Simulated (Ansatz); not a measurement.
# SiH₄O (triplet): the correlation ladder at distance Si1–H5 along a hydrogen transfer = 1.864 Å, cc-pVDZ

An exercise on one series of results from a longer session: the logs are not shown, and one member is left open.

Computed with Ansatz 0.2.0, Gaussian basis. Level: cc-pVDZ, core rule «outside noble gas», up to 6 orbitals frozen.

The runs, in order: UHF; CCSD(T) on ROHF; CCSD(T) on UHF; BCCD(T) on ROHF; CISD; CCSDT(Q) on ROHF; CCSDT(Q) on UHF; CASSCF and MRCISD+Q, 4 electrons in 4 orbitals; CASSCF and NEVPT2, 4 electrons in 4 orbitals.

10 further runs of the same task are left out: 10 that didn't finish.

### What is computed

The geometry derives from fragments relaxed apart (PBE0/def2-TZVP) and kept rigid, so it is no stationary point. A hydrogen atom is moved between rigid fragments.

6 atoms, charge 0, spin multiplicity 3.

Atoms are counted from 1 here; the program's logs count them from 0.

Bond lengths: Si1–H2 1.485 Å, Si1–H3 1.485 Å, Si1–H4 1.485 Å. Angles: H2–Si1–H3 109.5°, H2–Si1–H4 109.5°, H3–Si1–H4 109.5°.

Set-up of the first run:

in.yaml reads:

```yaml
crystal:
  periodic: [false, false, false]
  atoms:
    - {symbol: Si, position_ang: [-1.051705, 0.000000, 0.000000]}
    - {symbol: H, position_ang: [-1.546576, 1.399708, 0.000000]}
    - {symbol: H, position_ang: [-1.546576, -0.699854, 1.212183]}
    - {symbol: H, position_ang: [-1.546576, -0.699854, -1.212183]}
    - {symbol: H, position_ang: [0.812295, 0.000000, 0.000000]}
    - {symbol: O, position_ang: [2.087295, 0.000000, 0.000000]}
basis:
  gaussian: {orbitals: cc-pVDZ}
magnetization: {spin_polarized: true, initial_magnetization: 2}
hamiltonian: {xc: hf}
output: {orbitals: {seedname: orbitals}}
```

Launch:

```sh
$ ansatz run in.yaml --threads 1 --pin off --events-out ev --progress --plain --max-ram 2393MiB
```

Among the steps run: UHF; CCSD(T) on ROHF; CCSD(T) on UHF; BCCD(T) on ROHF; CISD; CCSDT(Q) on ROHF; CCSDT(Q) on UHF; CASSCF and MRCISD+Q, 4 electrons in 4 orbitals; CASSCF and NEVPT2, 4 electrons in 4 orbitals.

One table of the session follows, with a row left open; its other results are not shown here.

It belongs to the step «Misses and costs». 

```
       method  from UCCSDT(Q) (meV)
         ROHF                     ?
          UHF               +8110.4
         RMP2               +1329.4
         UMP2               +1490.3
         CISD                +934.8
        RCCSD                +201.6
        UCCSD                +186.8
     RCCSD(T)                 +42.3
     UCCSD(T)                 +42.2
      BCCD(T)                 +42.2
       RCCSDT                 +13.8
       UCCSDT                 +11.6
    RCCSDT(Q)                  +0.8
    UCCSDT(Q)                     0
  CASSCF pair               +7593.8
  NEVPT2 pair               +1273.5
  MRCISD pair                +737.5
MRCISD+Q pair                 +87.1
```

**Question.** Estimate the row for ROHF.

The run gave: from UCCSDT(Q) (meV): +8639.1. In the column «from UCCSDT(Q) (meV)» it is the highest.

To keep in mind: Restricted and unrestricted rows rest on different reference determinants; where their highest levels disagree by more than a few hundredths of an eV, they describe different states and don't form one ladder.
